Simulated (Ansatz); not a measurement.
Which is lower?

Two relaxed structures of CH₃OS (charge +1), singlet (PBE0-D4/def2-TZVP; forces vanish, vibrations not checked).

A:

```
6
angstrom
C -0.5771 0.5495 -0.5188
S 0.4116 -0.8262 -0.1560
O 0.9530 -0.7221 1.1632
H -1.5673 0.1490 -0.8013
H -0.1627 0.9889 -1.4440
H -0.6229 1.2590 0.3086
```

B:

```json
{"atom": "C1", "x (Å)": "0.8215", "y (Å)": "-0.3491", "z (Å)": "-0.0398"}
{"atom": "S2", "x (Å)": "-0.8684", "y (Å)": "0.0719", "z (Å)": "-1.0261"}
{"atom": "O3", "x (Å)": "0.4562", "y (Å)": "-0.6456", "z (Å)": "1.1186"}
{"atom": "H4", "x (Å)": "-1.5455", "y (Å)": "0.8547", "z (Å)": "-0.1525"}
{"atom": "H5", "x (Å)": "-0.2935", "y (Å)": "1.0934", "z (Å)": "-1.6938"}
{"atom": "H6", "x (Å)": "1.2195", "y (Å)": "-0.9103", "z (Å)": "1.6769"}
```

Computed with Ansatz 0.2.0 (basis: def2-TZVPP); correlated methods freeze the cores. B3LYP uses VWN-RPA correlation.

Q: Which structure is lower at CCSD(T), and by how much? (Judge from chemistry; the value comes from the calculation.)

A: Computed: A, by 0.700 eV (electronic energy, against the other). By their contacts, A is CH₃OS ([CH3][S][O]), total charge +1 and B is CH₃OS ([OH][C][SH2]), total charge +1.

All methods give the same order:

```csv
method,E(B) − E(A) (eV)
PBE-D4,0.847
r2SCAN-D4,0.803
PBE0-D4,0.737
B3LYP-D4,0.707
wB97M-V,0.668
HF,0.212
MP2,1.002
CCSD,0.636
CCSD(T),0.700
```

The T1 diagnostic stays at or below 0.018. The restricted Hartree–Fock reference is unstable towards an unrestricted one at one or more of these structures.

Labels in which every atom is bracketed show which atoms are joined, not bond orders.

For scale, one of the runs: CCSD(T)/def2-TZVPP, 146 basis functions, launched by `ansatz run in.yaml --threads 2 --pin off --events-out ev --progress --plain --max-ram 4352MiB`. Time: 10 s of wall clock on 2 CPU threads of an AMD EPYC 7B13; the host was shared. Peak host memory: 0.89 GiB.
